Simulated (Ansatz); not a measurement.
**Appearance energy of a fragment ion: C5H12 → [C4H9]+ + CH3 + e⁻**

Species: C5H12 (neopentane) `CC(C)(C)C`, singlet; [C4H9]+ `C[C+](C)C`, singlet; CH3 `[CH3]`, doublet. 

Shapes, held fixed at every level: PBE0-D4/def2-TZVP. Programs: Ansatz 0.2.0. Electronic energies: no zero-point or thermal term.

```tsv
level	kind	ΔE (eV)	less CCSD(T)/CBS estimate
B3LYP-D4/def2-TZVPP	global hybrid	+10.51	-0.41
BHLYP-D4/def2-TZVPP	global hybrid	+10.39	-0.53
PBE0-D4/def2-TZVPP	global hybrid	+10.61	-0.31
r2SCAN0-D4/def2-TZVPP	global hybrid	+10.46	-0.46
B2PLYP/def2-TZVPP	double hybrid	+10.48	-0.44
CCSD/def2-SVP	coupled cluster or CI	+10.66	-0.26
CCSD/def2-TZVPP	coupled cluster or CI	+10.68	-0.24
CCSD(T)/CBS estimate	coupled cluster or CI	+10.92	0.00
```

The highest level, CCSD(T)/CBS estimate, gives ΔE = +10.92 eV; the levels span +10.39 to +10.92. The column of differences is taken from that level and isn't an error. No measured value is set beside it here. Open shells run unrestricted unless RO is named. The CBS estimate extrapolates MP2 from def2-TZVPP and def2-QZVPP and adds CCSD(T) − MP2 in the triple-zeta set, cores frozen. The onset seen in experiment also holds zero-point changes and kinetic shifts.
